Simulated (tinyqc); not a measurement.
Worked calculation (part 2 of 2): UKS/LDA (VWN5) in the sto-3g basis, for NH, spin multiplicity 3. Computed by tinyqc, a small Python program that keeps every step (integrals from PySCF). Command: `OMP_NUM_THREADS=1 python tinyqc.py 28930 28931 out.jsonl` (the two numbers bound the seeds that draw the settings). One thread of a shared host (Intel(R) Xeon(R) Processor @ 2.60GHz), about 1 s of CPU time with the checks.

Geometry (angstrom):
```
atom         x         y         z
N     0.000000  0.000000  0.000000
H     0.000000  0.000000  1.663000
```

## Iteration 2: diagonalisation and new density

extrapolated F(alpha) (hartree), lower triangle:
```
             1N 1s      1N 2s     1N 2px     1N 2py     1N 2pz      2H 1s
1N 1s   -13.393492
1N 2s    -3.506287  -1.369190
1N 2px    0.000000   0.000000  -0.033668
1N 2py    0.000000   0.000000   0.000000  -0.033668
1N 2pz    0.000582  -0.018550   0.000000   0.000000  -0.005594
2H 1s    -0.201203  -0.195510   0.000000   0.000000  -0.127469  -0.104128
```

extrapolated F(beta) (hartree), lower triangle:
```
             1N 1s      1N 2s    1N 2px    1N 2py     1N 2pz      2H 1s
1N 1s   -13.363157
1N 2s    -3.483636  -1.254915
1N 2px    0.000000   0.000000  0.104340
1N 2py    0.000000   0.000000  0.000000  0.104340
1N 2pz    0.000306  -0.020531  0.000000  0.000000   0.062251
2H 1s    -0.200002  -0.185999  0.000000  0.000000  -0.122762  -0.101175
```

X, lower triangle:
```
            1N 1s      1N 2s    1N 2px    1N 2py     1N 2pz     2H 1s
1N 1s    1.021857
1N 2s   -0.123627   1.036138
1N 2px   0.000000   0.000000  1.000000
1N 2py   0.000000   0.000000  0.000000  1.000000
1N 2pz  -0.001982   0.015518  0.000000  0.000000   1.016555
2H 1s    0.010875  -0.100109  0.000000  0.000000  -0.107268  1.030578
```

Diagonalise F' = X^T F X, C = X C', fill 5 alpha and 3 beta electrons from the bottom; D(s) = C_occ C_occ^T. Each column has its largest component positive (the first on a tie).

F' = X^T F X (alpha) (hartree), lower triangle:
```
            1          2          3          4          5          6
1  -13.124374
2   -1.882244  -0.742036
3    0.000000   0.000000  -0.033668
4    0.000000   0.000000   0.000000  -0.033668
5   -0.005646   0.000316   0.000000   0.000000   0.020632
6    0.009750  -0.098307   0.000000   0.000000  -0.124414  -0.054714
```

orbital energies (alpha) (hartree): MO1 -13.404176, MO2 -0.486375, MO3 -0.129280, MO4 -0.033668, MO5 -0.033668, MO6 0.119337

coefficients C (alpha):
```
              MO1        MO2        MO3        MO4       MO5        MO6
1N 1s    0.992575  -0.261905   0.066366   0.000000  0.000000  -0.037323
1N 2s    0.030039   0.988484  -0.294944   0.000000  0.000000   0.184757
1N 2px   0.000000   0.000000   0.000000  -0.014944  0.999888   0.000000
1N 2py   0.000000   0.000000   0.000000   0.999888  0.014944   0.000000
1N 2pz   0.000705   0.046761   0.550410   0.000000  0.000000   0.860231
2H 1s   -0.003632   0.141524   0.727975   0.000000  0.000000  -0.730580
```

F' = X^T F X (beta) (hartree), lower triangle:
```
            1          2         3         4          5          6
1  -13.096673
2   -1.876286  -0.626667
3    0.000000   0.000000  0.104340
4    0.000000   0.000000  0.000000  0.104340
5   -0.005691  -0.000422  0.000000  0.000000   0.089682
6    0.009233  -0.099641  0.000000  0.000000  -0.126871  -0.052716
```

orbital energies (beta) (hartree): MO1 -13.372874, MO2 -0.383983, MO3 -0.098710, MO4 0.104340, MO5 0.104340, MO6 0.169193

coefficients C (beta):
```
              MO1        MO2        MO3        MO4       MO5        MO6
1N 1s    0.992961  -0.252999   0.091509   0.000000  0.000000  -0.035265
1N 2s    0.028557   0.954895  -0.395877   0.000000  0.000000   0.172538
1N 2px   0.000000   0.000000   0.000000  -0.024168  0.999708   0.000000
1N 2py   0.000000   0.000000   0.000000   0.999708  0.024168   0.000000
1N 2pz   0.000690   0.066274   0.450605   0.000000  0.000000   0.915258
2H 1s   -0.003446   0.222775   0.786276   0.000000  0.000000  -0.644877
```

D(alpha) after iteration 2, lower triangle:
```
            1N 1s      1N 2s    1N 2px    1N 2py    1N 2pz     2H 1s
1N 1s    1.058204
1N 2s   -0.248647   1.064994
1N 2px   0.000000   0.000000  1.000000
1N 2py   0.000000   0.000000  0.000000  1.000000
1N 2pz   0.024982  -0.116097  0.000000  0.000000  0.305138
2H 1s    0.007642  -0.074926  0.000000  0.000000  0.407300  0.549991
```

D(beta) after iteration 2, lower triangle:
```
            1N 1s      1N 2s    1N 2px    1N 2py    1N 2pz     2H 1s
1N 1s    1.058354
1N 2s   -0.249458   1.069360
1N 2px   0.000000   0.000000  0.000000
1N 2py   0.000000   0.000000  0.000000  0.000000
1N 2pz   0.025152  -0.115080  0.000000  0.000000  0.207438
2H 1s    0.012168  -0.098640  0.000000  0.000000  0.369062  0.667871
```

Within a degenerate level the vectors are fixed only up to a rotation; this is one choice.

## Iteration 15 (converged): orbitals

converged F(alpha) (hartree), lower triangle:
```
             1N 1s      1N 2s     1N 2px     1N 2py     1N 2pz      2H 1s
1N 1s   -13.643267
1N 2s    -3.561404  -1.505812
1N 2px    0.000000   0.000000  -0.164554
1N 2py    0.000000   0.000000   0.000000  -0.164554
1N 2pz   -0.005687  -0.030088   0.000000   0.000000  -0.153750
2H 1s    -0.204445  -0.208597   0.000000   0.000000  -0.138053  -0.110627
```

converged F(beta) (hartree), lower triangle:
```
             1N 1s      1N 2s     1N 2px     1N 2py     1N 2pz      2H 1s
1N 1s   -13.607770
1N 2s    -3.534594  -1.371812
1N 2px    0.000000   0.000000  -0.013302
1N 2py    0.000000   0.000000   0.000000  -0.013302
1N 2pz   -0.004927  -0.026824   0.000000   0.000000  -0.053014
2H 1s    -0.202973  -0.199183   0.000000   0.000000  -0.135074  -0.165227
```

As before.

F' = X^T F X (alpha) (hartree), lower triangle:
```
            1          2          3          4          5          6
1  -13.373367
2   -1.892410  -0.876189
3    0.000000   0.000000  -0.164554
4    0.000000   0.000000   0.000000  -0.164554
5   -0.010461  -0.012971   0.000000   0.000000  -0.130564
6    0.009724  -0.096942   0.000000   0.000000  -0.117769  -0.059865
```

orbital energies (alpha) (hartree): MO1 -13.653656, MO2 -0.615188, MO3 -0.207175, MO4 -0.164554, MO5 -0.164554, MO6 0.036032

coefficients C (alpha):
```
              MO1        MO2        MO3       MO4        MO5        MO6
1N 1s    0.992719  -0.264840   0.047289  0.000000   0.000000   0.041588
1N 2s    0.029492   1.004773  -0.210501  0.000000   0.000000  -0.210664
1N 2px   0.000000   0.000000   0.000000  0.996945  -0.078101   0.000000
1N 2py   0.000000   0.000000   0.000000  0.078101   0.996945   0.000000
1N 2pz   0.001200   0.064583   0.772241  0.000000   0.000000  -0.666789
2H 1s   -0.003651   0.085978   0.494098  0.000000   0.000000   0.912249
```

F' = X^T F X (beta) (hartree), lower triangle:
```
            1          2          3          4          5          6
1  -13.341027
2   -1.885137  -0.741001
3    0.000000   0.000000  -0.013302
4    0.000000   0.000000   0.000000  -0.013302
5   -0.010119  -0.007918   0.000000   0.000000  -0.027643
6    0.008700  -0.095110   0.000000   0.000000  -0.119844  -0.117907
```

orbital energies (beta) (hartree): MO1 -13.617035, MO2 -0.492475, MO3 -0.178172, MO4 -0.013302, MO5 -0.013302, MO6 0.060102

coefficients C (beta):
```
              MO1        MO2        MO3       MO4        MO5        MO6
1N 1s    0.993171  -0.256685   0.078154  0.000000   0.000000  -0.034850
1N 2s    0.027752   0.974613  -0.344078  0.000000   0.000000   0.173489
1N 2px   0.000000   0.000000   0.000000  0.999993  -0.003713   0.000000
1N 2py   0.000000   0.000000   0.000000  0.003713   0.999993   0.000000
1N 2pz   0.001084   0.070268   0.517699  0.000000   0.000000   0.878740
2H 1s   -0.003428   0.173592   0.745986  0.000000   0.000000  -0.705051
```

D(alpha) after iteration 15, lower triangle:
```
            1N 1s      1N 2s    1N 2px    1N 2py    1N 2pz     2H 1s
1N 1s    1.057868
1N 2s   -0.246782   1.054750
1N 2px   0.000000   0.000000  1.000000
1N 2py   0.000000   0.000000  0.000000  1.000000
1N 2pz   0.020606  -0.097632  0.000000  0.000000  0.600528
2H 1s   -0.003029  -0.017728  0.000000  0.000000  0.387111  0.251539
```

D(beta) after iteration 15, lower triangle:
```
            1N 1s      1N 2s    1N 2px    1N 2py    1N 2pz     2H 1s
1N 1s    1.058383
1N 2s   -0.249497   1.069031
1N 2px   0.000000   0.000000  0.000000
1N 2py   0.000000   0.000000  0.000000  0.000000
1N 2pz   0.023500  -0.109615  0.000000  0.000000  0.272951
2H 1s    0.010338  -0.087588  0.000000  0.000000  0.398390  0.586641
```

Within a degenerate level the vectors are fixed only up to a rotation; this is one choice.

## Convergence

Stop when the energy changes by less than 1e-09 hartree and every element of the error matrix X^T (F D S - S D F) X (for each spin) is below 9e-06.

Course of the cycle:
```
iteration   E (hartree)     change  largest element of the error matrix
1          -53.35616013          -                             1.45e-01
2          -53.42415805  -6.80e-02                             2.54e-01
3          -53.86652688  -4.42e-01                             1.77e-01
4          -53.74133570   1.25e-01                             2.70e-01
5          -53.63406619   1.07e-01                             2.63e-01
6          -53.91209535  -2.78e-01                             9.58e-02
7          -53.92284358  -1.07e-02                             6.09e-02
8          -53.92960166  -6.76e-03                             1.73e-02
9          -53.93025690  -6.55e-04                             8.40e-04
10         -53.93026054  -3.64e-06                             2.57e-04
11         -53.93026103  -4.86e-07                             1.17e-04
12         -53.93026114  -1.14e-07                             7.10e-05
13         -53.93026110   4.16e-08                             1.54e-04
14         -53.93026115  -5.20e-08                             3.71e-06
15         -53.93026115  -9.04e-11                             1.24e-06
```

PySCF UKS in the same basis, fine grid, after a stability check = -53.92656841 hartree

Converged in 15 iterations. The coarse grid moves the energy by -3.69e-03 hartree.

## Populations, bond orders and dipole

overlap S, lower triangle:
```
           1N 1s     1N 2s    1N 2px    1N 2py    1N 2pz     2H 1s
1N 1s   1.000000
1N 2s   0.235038  1.000000
1N 2px  0.000000  0.000000  1.000000
1N 2py  0.000000  0.000000  0.000000  1.000000
1N 2pz  0.000000  0.000000  0.000000  0.000000  1.000000
2H 1s   0.013312  0.186116  0.000000  0.000000  0.204078  1.000000
```

Mulliken: Z minus the diagonal of D S on the atom; Loewdin: the same with S^(1/2) D S^(1/2); Mayer order: 2 sum_s sum (D(s) S)_ij (D(s) S)_ji over the two atoms.

Charges (e):
```
atom   Mulliken    Loewdin  Mulliken spin
1N    -0.021021  -0.013477       2.324580
2H     0.021021   0.013477      -0.324580
```

Mayer bond orders:
```
pair     order
2-1   0.894206
```

dipole moment about the origin, x y z (debye): 0.000000  0.000000  0.545193

<S^2> of the determinant (pure state: 2) = 2.101541
